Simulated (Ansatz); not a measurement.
```yaml
crystal:
  periodic: [false, false, false]
  atoms:
    - {symbol: C, position_ang: [-0.574772, 1.305731, 0.146520]}
    - {symbol: N, position_ang: [-0.474558, 0.034326, 0.141582]}
    - {symbol: C, position_ang: [0.410787, -0.875207, -0.226205]}
    - {symbol: N, position_ang: [0.527522, -2.070071, 0.221014]}
    - {symbol: F, position_ang: [1.343734, -0.339533, -0.819844]}
    - {symbol: H, position_ang: [-1.254539, 1.968896, 0.305085]}
    - {symbol: H, position_ang: [0.423839, 1.757071, -0.549687]}
    - {symbol: H, position_ang: [-0.409024, -2.058506, 0.578799]}
basis:
  gaussian: {orbitals: "6-31++G**", final_grid: {core_spheres: 1, valence_spheres: 1, degree: 1}}
total_charge: 1
magnetization: {spin_polarized: true, initial_magnetization: 1}
hamiltonian: {xc: {name: r2SCAN}}
```

```sh
$ ansatz run in.yaml --threads 2 --pin off --events-out ev --progress --plain --max-ram 4352MiB
```

It prints (some lines left out):

```
Functional definition: r2SCAN
1116 factors; their error is unknown
mean field evaluation 1: about -7788.2480 eV, gradient 5.8e1 eV
mean field evaluation 2: about -7683.6626 eV, gradient 1.2e2 eV
mean field evaluation 4: about -7801.7380 eV, gradient 1.1e1 eV
mean field evaluation 8: about -7802.6835 eV, gradient 9.2e-1 eV
mean field evaluation 16: about -7802.2652 eV, gradient 5.3e0 eV
mean field evaluation 32: about -7808.7501 eV, gradient 5.0e0 eV
mean field evaluation 64: about -7807.3535 eV, gradient 1.9e0 eV
mean field evaluation 96: about -7805.0390 eV, gradient 5.7e0 eV
mean field evaluation 128: about -7805.4486 eV, gradient 1.9e1 eV
mean field evaluation 160: about -7809.5392 eV, gradient 2.9e0 eV
mean field evaluation 192: about -7809.4369 eV, gradient 3.1e0 eV
mean field evaluation 224: about -7802.8105 eV, gradient 1.9e1 eV
mean field evaluation 256: about -7809.4775 eV, gradient 2.4e-2 eV
a density is far from that of the atoms, so the factors are made again for it
1256 factors; integrals over basis functions are off by at most 8.4e-4 eV
mean field evaluation 512: about -7809.9933 eV, gradient 2.2e-3 eV
mean field -7810.27447009 eV, -287.0222927815 hartree, gradient 3.4e-5 eV, S^2 3.261385; 11 other end points of the search recorded, 0 dependent functions left out
reference -7810.27451763 eV, -287.0222945285 hartree; 19, 18 occupied and 94, 95 virtual orbitals, 1256 factors
Total energy: -7810.27451763 eV, -287.0222945285 hartree
```

In this input the integration grid is far too coarse. The run converged. The result belongs to that input, not to the molecule as meant.
